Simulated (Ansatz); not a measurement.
```yaml
atoms:
  - { symbol: N, position_ang: [0.0000, 0.0000, 0.0000] }
  - { symbol: H, position_ang: [0.0000, 0.0000, 1.0400] }
```

Basis set: pcseg-2 (spherical functions). Charge 0, multiplicity 3.

Computed with Ansatz (development build ahead of 0.2.0); each method stands on the lowest determinant of its kind that the runs found. Restricted functionals stand beside restricted open-shell atoms, which can lie above the unrestricted atoms usual in DFT and then raise those values.

The atomization energy at this shape (free ground-state atoms in the same class of orbitals less the molecule, no zero-point energy) of triplet NH:

```
                      method  atomization energy
PBE0 (restricted open-shell)      83.67 kcal/mol
                         UHF      51.09 kcal/mol
```

**Question.** What does PBE (unrestricted) give?

**Answer.** 88.05 kcal/mol.

The shape needn't be a minimum at these levels.
